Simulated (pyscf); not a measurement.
PySCF, gas phase, ωB97X-D3(BJ)/def2-SVP geometries.

Problem. For the elementary gas-phase step `[SiH3][Si]([SiH3])[SiH3]` [doublet] + `[SiH3][SiH3]` → `[SiH3][SiH]([SiH3])[SiH3]` + `[SiH2][SiH3]` [doublet] (doublet surface; H–Si broken, H–Si formed), what barrier and reaction energy does ωB97M-D3(BJ)/def2-TZVP give, measured from the separated reactants?

Solution. ΔE‡ = 0.42 eV, ΔE = +0.24 eV. Zero-point energy shifts the barrier by -0.11 eV. It is a hydrogen abstraction, with an imaginary mode of 1358i cm⁻¹. On the reactant side the descent ends in a complex, 0.26 eV under the separated species and 0.66 eV under the saddle at ωB97X-D3(BJ)/def2-TZVP. This is the saddle that the search found; another between the same sides may lie lower. The angle at the transferred H is 152°.
